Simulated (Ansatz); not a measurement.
**BHCl (doublet): from Hartree-Fock to the top rungs, def2-QZVPP**

An exercise on one series of results from a longer session: the logs are not shown, and one member is left open.

Program: Ansatz 0.2.0, Gaussian basis. Level of theory: def2-QZVPP, core rule «outside noble gas», up to 6 orbitals frozen. These are calculated values, not measurements.

To be run: UHF; ROHF; CCSD(T) on UHF.

2 further runs of the same task are left out: 2 set aside as unsound or not needed. Runs told in other sessions of the task aren't counted.

## What is computed

The geometry is a PBE0/def2-TZVP stationary point (not a proven minimum).

3 atoms, charge 0, spin multiplicity 2.

Atoms are counted from 1 here; the program's logs count them from 0.

Bond lengths: B1–Cl2 1.710 Å, B1–H3 1.193 Å. Angles: Cl2–B1–H3 123.6°.

The first run:

in.yaml reads:

```yaml
crystal:
  periodic: [false, false, false]
  atoms:
    - {symbol: B, position_ang: [0.000000, -0.186113, 1.254645]}
    - {symbol: Cl, position_ang: [0.000000, 0.036461, -0.440547]}
    - {symbol: H, position_ang: [0.000000, 0.713740, 2.038566]}
basis:
  gaussian: {orbitals: "def2-QZVPP.json"}
magnetization: {spin_polarized: true, initial_magnetization: 1}
hamiltonian: {xc: hf}
output: {orbitals: {seedname: orbitals}}
```

Run with:

```bash
ansatz run in.yaml --threads 1 --pin off --events-out ev --progress --plain --max-ram 2393MiB
```

Among the steps run: UHF; ROHF; CCSD(T) on UHF.

One table of the session follows, with a row left open; its other results are not shown here.

| method | from UCCSD(T) (kcal/mol) |
| --- | --- |
| ROHF | ? |
| UHF | +205.98 |
| UMP2 | +24.58 |
| UCCSD | +8.92 |
| UCCSD(T) | 0 |

Q: Estimate the row for ROHF from the others.

As computed: from UCCSD(T) (kcal/mol): +207.03. In the column «from UCCSD(T) (kcal/mol)» it is the highest.
